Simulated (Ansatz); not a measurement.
bcc Mo, treated with r²SCANh in Ansatz (PAW).

The run printed, among other lines:

```
WARN output.stress: scf.exx.energy_threshold = 1e-6 eV is looser than the 1e-8 eV advised for a stress under a hybrid functional (1e-8 eV for each atom of the …
Crystal: 1 atoms, lattice volume = 15.556 Å³
Basis set: ecut = 520 eV, 429 PW (Γ), exchange–correlation on 72×72×72 points (27 copies of the dense FFT grid, shifted against one another)
Bands: 11, of which v1, the nominal top of the filled ones, is band 7 counted from 1 (6 counted from 0)
Symmetry: 48 space group operations
Space group: Im-3m (ITA 229), of the structure as read, at distance tolerance 2.5e-5 Å
k-points: 104 of 2744
Functional: x = r2scan, c = r2scan; τ floored in thin density (d = 2e-4 eV/Å³), warm-up for x = 0.9 r2scan + 0.1 exact, c = r2scan; τ floored in thin density (d = 2e-4 eV/Å³)
SCF iter   1: F=—  HF=-4967.589898 eV  |F-HF|=—  |Δ(HF+E_count)|=         —  Δρ=1.04e-2  dr2=1.43e-2  dr2_τ=1.99e-2
SCF iter   2: F=—  HF=-4967.588211 eV  |F-HF|=—  |Δ(HF+E_count)|=   1.69e-3  Δρ=3.22e-3  dr2=3.46e-4  dr2_τ=5.36e-4
  ...
SCF 1 converged in 7 iterations: F = -4967.588533 eV  dr2 = 1.73e-13
Crystal: 1 atoms, lattice volume = 15.556 Å³
Initial density: handed on by an earlier stage of this run
Functional: x = 0.9 r2scan + 0.1 exact, c = r2scan; τ floored in thin density (d = 2e-4 eV/Å³)
Crystal: 1 atoms, lattice volume = 15.556 Å³
SCF iter   4: F=—  HF=-4967.081613 eV  |F-HF|=—  |Δ(HF+E_count)|=  1.28e-10  Δρ=1.36e-6  dr2=1.64e-10  dr2_τ=1.97e-11
SCF iter   5: F=-4967.081613 eV  HF=-4967.081613 eV  |F-HF|=1.27e-11  |Δ(HF+E_count)|=  2.85e-10  Δρ=4.64e-7  dr2=2.63e-11  dr2_τ=2.18e-11
SCF 3 converged in 5 iterations: F = -4967.081613 eV  dr2 = 2.63e-11
Free energy (F): -4967.081613 eV
Internal energy: -4967.076286 eV  (E = F + TS)
E sigma→0 (E₀):  -4967.078949 eV
Fermi energy:    21.221407 eV
--- Stress (GPa, compression-positive) ---
        0.000526      -0.000000       0.000000
       -0.000000       0.000526      -0.000000
       -0.000000       0.000000       0.000526
  P = ⅓ Tr σ = 0.0005 GPa (0.005 kbar)
```

**Question.** Write an input file that could have produced this run (the log leaves some choices open).

**Answer.** This is not unique; one that fits is 
Ansatz 0.2 input:
```yaml
crystal:
  lattice:
    - [-1.5725859604, 1.5725859604, 1.5725859604]
    - [1.5725859604, -1.5725859604, 1.5725859604]
    - [1.5725859604, 1.5725859604, -1.5725859604]
  atoms:
    - { symbol: Mo, position: [0.0, 0.0, 0.0] }
basis:
  ecutwfc: 520
  ecutrho_ratio: 4
  xc_grid: 3
kpoints:
  mp_grid: { grid: [14, 14, 14] }
hamiltonian:
  xc: r2scanh
  dispersion: none
  pseudopotentials: { kind: paw }
scf:
  occupations: { method: fermi_dirac, width: 0.05 }
  convergence: { dr2_threshold: 0.0000000001 }
output:
  forces: false
  stress: true
  eigenvalues: true
```

The PAW data were made under PBE.

Note: the run warned that the count of filled bands differs between k points.

Ansatz is a first-principles code.
